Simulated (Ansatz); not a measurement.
Molecule: C$_{5}$H$_{4}$N, net charge 0, doublet state. It need not be the lowest isomer of its formula. SMILES: [c]1ncccc1
Geometry: optimised at B3LYP-D3(BJ)/def2-TZVP (Ansatz, a quantum-chemistry and plane-wave program).

Parts of the frozen-core correlation energy in 6-31G (Ansatz, hartree). Frozen orbitals: 6; correlated occupied orbitals by spin: 15 and 14; virtual: 41 and 42. Open shells are spin-unrestricted. No spin-orbit coupling. No relativistic terms.

| term | value |
|---|---|
| reference (HF) | -245.95672 |
| MP2 opposite-spin | ___ |
| MP2 same-spin | -0.12261 |
| CCSD correlation | ___ |
| (T) | ___ |
| T1 diagnostic | 0.050 |
| largest doubles amplitude | 0.076 |
| <S^2> of the reference | 1.375 |

Fill in the missing entries.


- MP2 opposite-spin, value: -0.34582
- CCSD correlation, value: -0.54007
- (T), value: -0.02276
